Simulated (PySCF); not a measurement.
dichloromethane (CH2Cl2), SMILES ClCCl. Coordinates come from a PBE-D3(BJ)/def2-TZVP optimisation.

All values below come from PySCF with PBE-D3(BJ)/def2-TZVP.

Harmonic wavenumbers (cm⁻¹): 272, 694, 708, 871, 1128, 1235, 1409, 3040, 3117. Rotational constants (GHz): 32.25, 3.195, 2.964; symmetry number 2.

Problem. Work out the zero-point energy and the ideal-gas rigid-rotor harmonic-oscillator thermochemistry at 298.15 K and 1 atm.

Solution. ZPE = ½ Σ hcν = ½ × 12474 cm⁻¹ = 74.61 kJ/mol. H − E(el) = 86.59 kJ/mol. Entropy in J/(mol K): translation 164.14, rotation 96.61, vibration 10.29, total 271.05. G − E(el) = 5.77 kJ/mol. Cp = 51.93 J/(mol K).
